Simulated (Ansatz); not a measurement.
## Ansatz (development build ahead of 0.2.0) run

```yaml
crystal:
  periodic: [false, false, false]
  atoms:
    - { symbol: O, position_ang: [0.0, 0.0, 0.493] }
    - { symbol: C, position_ang: [0.0, 0.0, -0.5423] }
basis:
  gaussian: { orbitals: pcseg-2 }
magnetization:
  spin_polarized: true
hamiltonian:
  xc: pbe
```

The input is written out in the form of the current development build from the run's settings.

Results

| Item | Value |
| --- | --- |
| Converged | yes |
| Total energy | -113.20634 hartree |
| Spin squared of the determinant | 0.000 |
| Stability test | minimum |
